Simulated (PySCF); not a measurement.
# Working out the ionisation energy of O

O [He] 2s2 2p4 (3P) → O+ [He] 2s2 2p3 (4S). All numbers are calculated (PySCF 2.14, no relativity, point nucleus, in aug-cc-pVQZ (6s5p4d3f2g, 80 functions)). Frozen: 1s2. Energies in hartree (1 hartree = 27.21139 eV):

| part | O (lower) | O+ (upper) |
| --- | --- | --- |
| UHF | -74.817625 | -74.375732 |
| MP2 opposite-spin | -0.121099 | -0.075836 |
| MP2 same-spin | -0.037985 | -0.031467 |

What does Hartree-Fock give?

(-74.375732) − (-74.817625) = 0.441893 hartree = 12.025 eV.

What do MP2 and SCS-MP2 (6/5 opposite-spin, 1/3 same-spin) give?

The opposite-spin parts differ by 1.232 eV and the same-spin parts by 0.177 eV. MP2: 12.025 + (1.232) + (0.177) = 13.434 eV. SCS-MP2: 12.025 + 1.2 × (1.232) + (0.177)/3 = 13.562 eV.

Measured between the centres of the two terms (NIST): 13.608 eV, so MP2 (valence) is off by -0.174 eV.

What remains against the reference includes basis incompleteness, the frozen core and correlation beyond second order.
